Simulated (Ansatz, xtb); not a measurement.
## Ranking isomers of H2OSi

3 gas-phase structures of H2OSi, found in a search over its isomers (lower ones may exist). Each was relaxed with GFN2-xTB; where two conformers were screened, the lower at r2SCAN-D4/def2-SVP is listed:

A. `O[SiH]`, a singlet
B. `O=[SiH2]`, a singlet
C. `O[SiH]`, a triplet

Q: Which do you expect lowest at r2SCAN-D4/def2-SVP, and how would the others follow?

A: Calculated order at r2SCAN-D4/def2-SVP: A (0.0), B (0.8), C (31.0) kcal/mol. Less than 1 kcal/mol parts A and B, so the order within that pair means little.

Energies above the lowest of each column, in kcal/mol; the last columns are at PBE0-D4/def2-TZVP geometries and were run for some of them only (a dash: not run or not comparable):

| structure | GFN2-xTB | HF/STO-3G | r2SCAN-D4/def2-SVP | PBE0-D4/def2-TZVP | CCSD(T)/def2-TZVPP |
| --- | --- | --- | --- | --- | --- |
| A | 46.1 | 0.0 | 0.0 | 0.0 | 0.0 |
| B | 0.0 | 27.4 | 0.8 | 1.5 | 1.7 |
| C | – | 40.2 | 31.0 | – | – |

CCSD(T)/def2-TZVPP puts A lowest of those it was run on; GFN2-xTB picks B. Some further structures that were screened fall inside this span and aren't listed. Flexible structures stand in one conformer each, not always the lowest. Frequencies (PBE0-D4/def2-TZVP) were run for A, B alone. GFN2-xTB has no spin polarisation and isn't compared across spin states. Open shells are spin-unrestricted. Large T1 diagnostics make some coupled-cluster values less sure.

Programs: Ansatz 0.2.0, xtb 6.7.1.
